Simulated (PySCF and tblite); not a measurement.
The numbers below are computed, except where a source is named.
System: C3H3FO2, numbered as in [O:1]=[CH:2]/[C:3]([F:4])=[CH:5]\[OH:6].

Geometries: B3LYP-D3(BJ)/def2-SVP; energies: PBE0/pcSseg-1 + D3(BJ), IEF-PCM cyclohexane; zero-point and thermal terms from GFN2-xTB harmonic modes (soft modes blended into free rotors). Rate constants are transition-state-theory values, counting equivalent paths, without tunnelling. (PySCF 2.14 with density fitting, tblite 0.8.)

(1) How high is the barrier to the rotation about the C5–O6 bond (torsion C3–C5–O6–H from 0° to 180°, rising), through which structure does it pass, and what rate follows at 298 K?

## Answers

(1) The electronic barrier is 15.0 kcal/mol and ΔG‡(298 K) 13.4 kcal/mol, over a C1 saddle with an imaginary mode of 587i cm⁻¹ (GFN2-xTB). With 2 equivalent paths, k is 1870 s⁻¹, a mean lifetime of the start of 530 µs against this motion. The end lies 9.3 kcal/mol above the start in free energy.
